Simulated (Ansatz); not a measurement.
## How basis sets differ on F2 (fluorine)

F2 has 2 atoms, charge 0, and is taken as a singlet. SMILES: `FF`. Geometry: relaxed at PBE0-D4/def2-TZVP.

```tsv
atom	x (Å)	y (Å)	z (Å)
F	-0.5839	0.2124	-0.2950
F	0.5839	-0.2124	0.2950
```

Each level gives the atomisation enthalpy at 298 K (kJ/mol). The values are calculated. The thermal term (zero-point and 298 K enthalpy, harmonic and unscaled) is that of PBE0/aug-cc-pVTZ; the spin-orbit lowering of the free atoms at 298 K, 2.6 kJ/mol by their spectra, is taken off.

**What was measured.** Active Thermochemical Tables gives the atomisation enthalpy at 298 K of the gas as 159 kJ/mol.

| level | kind | program | value (kJ/mol) | computed − measured | CPU time (all runs) |
| --- | --- | --- | --- | --- | --- |
| RPA@PBE/STO-3G | RPA | Ansatz | 142 | -17 | 0.86 s |
| RPA@PBE/pc-0 | RPA | Ansatz | 102 | -57 | 0.58 s |
| RPA@PBE/pc-1 | RPA | Ansatz | 57 | -102 | 0.9 s |
| RPA@PBE/cc-pVTZ | RPA | Ansatz | 102 | -57 | 2.2 s |
| RPA@PBE/pc-2 | RPA | Ansatz | 105 | -54 | 1.2 s |
| RPA@PBE/pc-3 | RPA | Ansatz | 112 | -47 | 3.8 s |
| RPA@PBE/pc-4 | RPA | Ansatz | 115 | -44 | 14 s |

Nearest: RPA@PBE/STO-3G (-17 kJ/mol); farthest: RPA@PBE/pc-1 (-102 kJ/mol). Times are those of the runs behind each value, whatever else they computed, on shared processors of several kinds: orders of magnitude only.
